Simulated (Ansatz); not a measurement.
A nudged elastic band was laid between two geometries of ClH4NSi + H (8 atoms, charge 0, multiplicity 2).

Level of theory: UKS PBE0-D4/6-31G* in Ansatz 0.2.0.

```json
{
 "movable images": "7",
 "climbing image": "yes",
 "spring": "5.0 eV/Å²",
 "optimiser": "quadratic models (default)",
 "start path": "through a guess of the saddle point",
 "force threshold": "0.05 eV/Å",
 "iteration limit": "60",
 "end points": "relaxed"
}
```

First end point:

```xyz
8
Properties=species:S:1:pos:R:3
Si -0.060 -0.050 -0.171
Cl 0.366 -0.197 1.865
H 1.250 0.112 -0.843
H -0.948 1.126 -0.313
N -0.852 -1.400 -0.864
H -1.824 -1.576 -0.647
H -0.347 -2.266 -1.000
H 0.032 0.122 5.259
```

Last end point:

```xyz
8
Properties=species:S:1:pos:R:3
Si 0.062 -0.088 -0.371
Cl 0.195 -0.049 3.410
H 1.171 0.146 -1.347
H -0.838 1.108 -0.336
N -0.878 -1.418 -0.986
H -1.769 -1.621 -0.550
H -0.399 -2.280 -1.218
H 0.074 0.074 4.684
```

Q: Which bonds break or form, and what moves?

A: Bonds broken: Si1–Cl2. Bonds formed: Cl2–H8. ClH4NSi + H becomes ClH + H4NSi.

Q: What energy profile does the band end with?

A: The forces met the threshold. The highest image is number 4 of 0 to 8, 0.85 eV above the first end and 0.39 eV above the last; the last end lies 0.46 eV above the first. A vibrational analysis at the climbing image gives one clearly imaginary mode, 448i cm⁻¹: a first-order saddle point.

```json
{"image": "0", "path coordinate (Å)": "0.00", "energy (eV)": "0.00", "Si1–Cl2 (Å)": "2.08", "Cl2–H8 (Å)": "3.43"}
{"image": "1", "path coordinate (Å)": "0.49", "energy (eV)": "0.00", "Si1–Cl2 (Å)": "2.08", "Cl2–H8 (Å)": "3.24"}
{"image": "2", "path coordinate (Å)": "0.98", "energy (eV)": "0.02", "Si1–Cl2 (Å)": "2.08", "Cl2–H8 (Å)": "2.73"}
{"image": "3", "path coordinate (Å)": "1.47", "energy (eV)": "0.17", "Si1–Cl2 (Å)": "2.10", "Cl2–H8 (Å)": "2.18"}
{"image": "4", "path coordinate (Å)": "1.96", "energy (eV)": "0.85", "Si1–Cl2 (Å)": "2.44", "Cl2–H8 (Å)": "1.49"}
{"image": "5", "path coordinate (Å)": "2.48", "energy (eV)": "0.58", "Si1–Cl2 (Å)": "2.96", "Cl2–H8 (Å)": "1.30"}
{"image": "6", "path coordinate (Å)": "3.00", "energy (eV)": "0.48", "Si1–Cl2 (Å)": "3.37", "Cl2–H8 (Å)": "1.29"}
{"image": "7", "path coordinate (Å)": "3.52", "energy (eV)": "0.46", "Si1–Cl2 (Å)": "3.75", "Cl2–H8 (Å)": "1.29"}
{"image": "8", "path coordinate (Å)": "4.04", "energy (eV)": "0.46", "Si1–Cl2 (Å)": "3.78", "Cl2–H8 (Å)": "1.29"}
```

Q: What is the geometry of the highest image?

A: 
```xyz
8
Properties=species:S:1:pos:R:3:forces:R:3
Si -0.132 -0.044 0.006 0.00 0.00 0.00
Cl 0.128 -0.092 2.436 0.00 0.00 0.00
H 1.253 0.132 -0.507 0.00 0.00 0.00
H -0.995 1.142 -0.246 0.00 0.00 0.00
N -0.835 -1.401 -0.791 0.00 0.00 0.00
H -1.823 -1.587 -0.675 0.00 0.00 0.00
H -0.312 -2.266 -0.850 0.00 0.00 0.00
H 0.333 -0.015 3.913 0.00 0.00 0.00
```

Q: What are the harmonic wavenumbers there?

A: 448i, 108, 235, 286, 388, 455, 493, 672, 775, 835, 899, 926, 1001, 1630, 2243, 2275, 3601, 3701 cm⁻¹.

The run took 2.6 min on 1 thread of AMD EPYC 9R45 96-Core Processor (Zen 5), on a shared host, peak memory 0.18 GiB.
